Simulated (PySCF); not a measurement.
S₂: from constants to spectrum

ROHF-CCSD(T) constants of S₂, ³Σg⁻ (triplet), unpaired electrons π ↑↑ (PySCF, spin-free X2C with a Gaussian nucleus, basis sets S x2c-TZVPPall; masses 31.9721 and 31.9721 u):

```
ωe              : 717.5 cm⁻¹
ωexe            : 2.7 cm⁻¹
Be              : 0.29049 cm⁻¹
αe              : 0.00154 cm⁻¹
D (centrifugal) : 1.9e-07 cm⁻¹
De to S + S     : 4.12 eV
```

Problem. Give the vibrational terms G(v) and spacings up to v = 6.

Solution. G(v) = ωe(v+½) − ωexe(v+½)².

```json
{"v": "0", "G(v) (cm⁻¹)": "358.1", "G(v) − G(v−1)": "", "Bv (cm⁻¹)": "0.2897"}
{"v": "1", "G(v) (cm⁻¹)": "1070.2", "G(v) − G(v−1)": "712.1", "Bv (cm⁻¹)": "0.2882"}
{"v": "2", "G(v) (cm⁻¹)": "1776.9", "G(v) − G(v−1)": "706.7", "Bv (cm⁻¹)": "0.2866"}
{"v": "3", "G(v) (cm⁻¹)": "2478.2", "G(v) − G(v−1)": "701.3", "Bv (cm⁻¹)": "0.2851"}
{"v": "4", "G(v) (cm⁻¹)": "3174.1", "G(v) − G(v−1)": "695.9", "Bv (cm⁻¹)": "0.2836"}
{"v": "5", "G(v) (cm⁻¹)": "3864.6", "G(v) − G(v−1)": "690.5", "Bv (cm⁻¹)": "0.2820"}
{"v": "6", "G(v) (cm⁻¹)": "4549.7", "G(v) − G(v−1)": "685.1", "Bv (cm⁻¹)": "0.2805"}
```

Problem. How well does the Morse estimate ωe²/(4ωexe) reproduce De, and what is D0?

Solution. It gives 5.91 eV, 143 % of the computed De. D0 = De − G(0) = 4.12 − 0.04 = 4.08 eV.

Measured values (Huber and Herzberg, Constants of Diatomic Molecules (1979)): ωe = 725.65 cm⁻¹, ωexe = 2.844 cm⁻¹, Be = 0.29547 cm⁻¹, αe = 0.00157 cm⁻¹.

Correlated steps freeze 10 core orbitals. The state was picked by a PBE0 search and need not be the measured ground state.
